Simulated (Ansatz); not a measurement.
# BNH (quartet): from Hartree-Fock to the top rungs at scale of all distances = 2.421, cc-pVDZ

Aim: climb from Hartree-Fock through coupled cluster and multireference methods for BNH (quartet) at one geometry and basis, and see what each rung misses.

Computed with Ansatz 0.2.0, Gaussian basis. Level: cc-pVDZ, core rule «outside noble gas», up to 2 orbitals frozen.

Plan: UHF; CCSD(T) on ROHF; CCSD(T) on UHF; BCCD(T) on ROHF; CISD; CCSDT(Q) on ROHF; CCSDT(Q) on UHF; CASSCF and MRCISD+Q, 5 electrons in 5 orbitals; CASSCF and NEVPT2, 5 electrons in 5 orbitals; CASSCF and MRCISD+Q, 9 electrons in 9 orbitals; CASSCF and MRCISD+Q(relaxed), 9 electrons in 9 orbitals; CASSCF and NEVPT2, 9 electrons in 9 orbitals.

13 further runs of the same task are left out: 1 for a mislabelled method, 10 that didn't finish, 2 set aside as unsound or not needed.

## Step 1: The geometry

The geometry derives from a PBE0/def2-TZVP stationary point (not a proven minimum). All distances are scaled together.

3 atoms, charge 0, spin multiplicity 4.

Atoms are counted from 1 here; the program's logs count them from 0.

No contacts short enough for the rule that draws bonds.

## Step 2: UHF

in.yaml

```yaml
crystal:
  periodic: [false, false, false]
  atoms:
    - {symbol: B, position_ang: [0.000000, 0.193079, 2.091200]}
    - {symbol: N, position_ang: [0.000000, -0.284751, -1.423371]}
    - {symbol: H, position_ang: [0.000000, 1.886068, -2.650193]}
basis:
  gaussian: {orbitals: cc-pVDZ}
magnetization: {spin_polarized: true, initial_magnetization: 3}
hamiltonian: {xc: hf}
output: {orbitals: {seedname: orbitals}}
```

Started as:

```bash
> ansatz run in.yaml --threads 1 --pin off --events-out ev --progress --plain --max-ram 2393MiB
```

Further steps of the session: CCSD(T) on ROHF; CCSD(T) on UHF; BCCD(T) on ROHF; CISD; CCSDT(Q) on ROHF; CCSDT(Q) on UHF; CASSCF and MRCISD+Q, 5 electrons in 5 orbitals; CASSCF and NEVPT2, 5 electrons in 5 orbitals; CASSCF and MRCISD+Q, 9 electrons in 9 orbitals; CASSCF and MRCISD+Q(relaxed), 9 electrons in 9 orbitals; CASSCF and NEVPT2, 9 electrons in 9 orbitals.

Q: Predict the results of all the runs planned. Wanted: UCCSDT(Q) below the RHF energy; RMP2 from UCCSDT(Q); UMP2 from UCCSDT(Q); RCCSD from UCCSDT(Q); RCCSD(T) from UCCSDT(Q); UCCSD(T) from UCCSDT(Q); RCCSDT(Q) from UCCSDT(Q); NEVPT2 pair from UCCSDT(Q); MRCISD+Q pair from UCCSDT(Q).

**Answer**, as computed:

```
                         quantity                                                                   value
   UCCSDT(Q) below the RHF energy                                                              -8.0286 eV
              RMP2 from UCCSDT(Q)                                                             +3265.6 meV
              UMP2 from UCCSDT(Q)                                                             +1151.4 meV
             RCCSD from UCCSDT(Q)                                                              +181.4 meV
          RCCSD(T) from UCCSDT(Q)                                                               +64.2 meV
          UCCSD(T) from UCCSDT(Q)                                                               +52.5 meV
         RCCSDT(Q) from UCCSDT(Q)                                                                -5.9 meV
       NEVPT2 pair from UCCSDT(Q)                                                             +1078.7 meV
     MRCISD+Q pair from UCCSDT(Q)                                                               -70.4 meV
    NEVPT2 valence from UCCSDT(Q)                                                              +742.2 meV
levels within 1 kcal/mol (43 meV)  RCCSDT, UCCSDT, RCCSDT(Q), MRCISD+Q valence, MRCISD+Q(relaxed) valence
                    T1 diagnostic                                                                   0.236
   effectively unpaired electrons                                                                    4.84
```

RCCSD(T) misses by +64.2 meV, 0.8 % of the correlation energy. The occupations show strong static correlation (4.8 unpaired electrons where one determinant has 3). Of the multireference levels listed MRCISD+Q valence comes nearest in total energy (-35.1 meV), which doesn't show that its space is the better one. Coupled cluster took another determinant than the lowest Hartree-Fock one. These misses are within one basis, not against nature; the frozen cores of restricted and unrestricted runs differ, which can shift their rows.
